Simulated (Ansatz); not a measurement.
# PNH₂ (triplet): from Hartree-Fock to the top rungs, cc-pVDZ

An exercise on one series of results from a longer session: the logs are not shown, and one member is left open.

Program: Ansatz 0.2.0, Gaussian basis. Level of theory: cc-pVDZ, core rule «outside noble gas», up to 6 orbitals frozen. These are calculated values, not measurements.

Plan: UHF; CCSD(T) on ROHF; CCSD(T) on UHF; BCCD(T) on ROHF; CISD as a restricted active space (open shells left free, so some higher excitations enter); CCSDT(Q) on ROHF; CCSDT(Q) on UHF.

11 further runs of the same task are left out: 7 for a known fault of the program, 4 set aside as unsound or not needed. Runs told in other sessions of the task aren't counted.

## The geometry

The geometry is a PBE0/def2-TZVP stationary point (not a proven minimum) of the parent state, kept for this charge and spin.

4 atoms, charge 0, spin multiplicity 3.

Atoms are counted from 1 here; the program's logs count them from 0.

Bond lengths: N1–P2 1.571 Å, N1–H3 1.021 Å, P2–H4 1.438 Å. Angles: P2–N1–H3 110.2°, N1–P2–H4 98.4°.

The first run:

The input, in.yaml:

```yaml
crystal:
  periodic: [false, false, false]
  atoms:
    - {symbol: N, position_ang: [0.000000, -0.201021, 1.047245]}
    - {symbol: P, position_ang: [0.000000, 0.109621, -0.493159]}
    - {symbol: H, position_ang: [0.000000, 0.668588, 1.582063]}
    - {symbol: H, position_ang: [0.000000, -1.243757, -0.980300]}
basis:
  gaussian: {orbitals: cc-pVDZ}
magnetization: {spin_polarized: true, initial_magnetization: 2}
hamiltonian: {xc: hf}
output: {orbitals: {seedname: orbitals}}
```

The run is started by

```bash
ansatz run in.yaml --threads 1 --pin off --events-out ev --progress --plain --max-ram 2816MiB --backend cpu
```

Among the steps run: UHF; CCSD(T) on ROHF; CCSD(T) on UHF; BCCD(T) on ROHF; CISD as a restricted active space (open shells left free, so some higher excitations enter); CCSDT(Q) on ROHF; CCSDT(Q) on UHF.

One table of the session follows, with a row left open; its other results are not shown here.

It belongs to the step «Misses and costs». 

```
   method  from UCCSDT(Q) (kJ/mol)
     ROHF                   +808.7
      UHF                   +776.4
     RMP2                   +121.4
     UMP2                   +120.4
     CISD                   +114.6
    RCCSD                    +32.4
    UCCSD                    +30.8
 RCCSD(T)                        ?
 UCCSD(T)                     +6.0
  BCCD(T)                     +5.1
   RCCSDT                     +2.8
   UCCSDT                     +2.6
RCCSDT(Q)                     +0.1
UCCSDT(Q)                        0
```

Q: Estimate the row for RCCSD(T) from the others.

**Answer.** from UCCSDT(Q) (kJ/mol): +6.3. In the column «from UCCSDT(Q) (kJ/mol)» it lies between UCCSD(T) (+6.0) and UCCSD (+30.8).

The ROHF row is the lowest such solution found; the determinant under the restricted MP2 and coupled-cluster rows lies 0.04 eV higher.

Limits of these values: Restricted and unrestricted rows rest on different reference determinants; a gap between their highest levels can come from leftover correlation error, from unlike frozen cores or from another state.
